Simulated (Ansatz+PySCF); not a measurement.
A calculation with PySCF 2.14.0.

```python
from pyscf import gto, scf, mp

mol = gto.M(atom="""
C -0.978290 -0.647810 0.000000
C 0.000000 0.506280 0.000000
H -0.455550 -1.607840 0.000000
H -1.617630 -0.563270 0.881060
H -1.617630 -0.563270 -0.881060
O 1.195070 0.447940 0.000000
""", basis='cc-pvtz', charge=0, spin=1)
mf = scf.UHF(mol)
mf.kernel()
pt = mp.MP2(mf, frozen=3).run()
print(mf.e_tot, pt.e_corr, pt.e_tot)
```

The script is written out from the run's settings.

Results

- Converged: yes
- Reference energy: -152.35395 hartree
- Correlation energy: -0.53956 hartree
- Total energy: -152.89351 hartree
- Spin squared of the determinant: 0.764
